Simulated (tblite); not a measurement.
Species: P₄.
SMILES with atom numbers: `[p:1]12[p:2]3[p:3]1[p:4]23`

Calculated harmonic vibrations of the isolated species, GFN2-xTB (tblite), most abundant isotopes, no scaling. The method is semi-empirical: single wavenumbers can be off by several per cent or more.

Harmonic wavenumbers (cm⁻¹): 353.7, 353.9, 464.1, 464.2, 464.6, 683.4.

A = 3420, B = 3419, C = 3418 MHz; mass 123.895 u (most abundant isotopes); point group Td, symmetry number 12.

Task: What is the zero-point energy?

Result: Half the sum of the wavenumbers: 1392 cm⁻¹ = 3.98 kcal/mol.

Task: Give the ideal-gas entropy at 273.15 K and 1 bar in the rigid-rotor, harmonic-oscillator model (classical rotation).

Result: Translation 39.95, rotation 21.29, vibration 4.21: S = 65.4 cal/(mol K).

Task: And Cp and H(273.15 K) − H(0)?

Result: Cp = 15.40 cal/(mol K), of which vibrations give 7.45 (their classical limit is 6 R = 11.9); H(273.15 K) − H(0) = 2.98 kcal/mol without the zero-point energy, 0.80 from vibrations.

Task: What must be added to the electronic energy to get the Gibbs energy at 273.15 K and 1 bar?

Result: ZPE + [H(273.15 K) − H(0)] − T·S = 3.98 + 2.98 − 17.88 = -10.92 kcal/mol.

Task: How do the functions run with temperature in this model?

Result: 
```csv
T (K),S (cal/(mol K)),Cp (cal/(mol K)),H − H(0) (kcal/mol),G − H(0) (kcal/mol),ln q(vib)
50,47.7,8.0,0.40,-1.99,0.00
100,53.5,8.9,0.81,-4.53,0.02
298.15,66.8,15.9,3.37,-16.56,0.78
373.15,70.5,17.1,4.61,-21.71,1.21
500,75.7,18.2,6.86,-31.00,1.96
750,83.3,19.1,11.54,-50.93,3.31
1000,88.8,19.4,16.36,-72.47,4.46
```

q(vib) and H(0) count from the zero-point level.

Run on one thread of an x86-64 server, no GPU, shared host. This covers the Hessian and the dipole derivatives.
